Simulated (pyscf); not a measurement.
Optimised with ωB97X-D3(BJ)/def2-SVP in PySCF.

Task: PBE/def2-TZVP puts the barrier of H₂In–BiH₂ (SMILES [InH2][BiH2]) + H₂ (SMILES [H][H]) → BiH₃ (SMILES [BiH3]) + InH₃ (SMILES [InH3]) (four-centre exchange; singlet surface; Bi–In, H–H broken, Bi–H, H–In formed) at 119.1 kJ/mol and the reaction energy at +77.5 kJ/mol, from the separated reactants. What do B3LYP-D3(BJ)/def2-TZVP, PBE0-D3(BJ)/def2-TZVP, ωB97M-D3(BJ)/def2-TZVP give on the same structures?

Result: B3LYP-D3(BJ): ΔE‡ = 138.6 kJ/mol, ΔE = +78.9 kJ/mol; PBE0-D3(BJ): ΔE‡ = 126.7 kJ/mol, ΔE = +80.7 kJ/mol; ωB97M-D3(BJ): ΔE‡ = 146.3 kJ/mol, ΔE = +68.7 kJ/mol. PBE's barrier lies under all of them, by 7.6 to 27.2 kJ/mol. Its reaction energy lies among theirs. On the product side the descent ends in an adduct with a Bi–In contact (not fully relaxed), 40.1 kJ/mol under the separated species and 88.7 kJ/mol under the saddle at ωB97X-D3(BJ)/def2-TZVP. What is counted as broken (Bi–In) persists as a longer contact in the product adduct; parting that adduct is a step of its own. At the saddle there is also a short H–In contact that neither side keeps. At ωB97X-D3(BJ)/def2-TZVP the barrier from the zero used here is 157.9 kJ/mol. This is the saddle that the search found; another between the same sides may lie lower. Elements past Kr carry the def2 core potentials, without spin-orbit coupling.
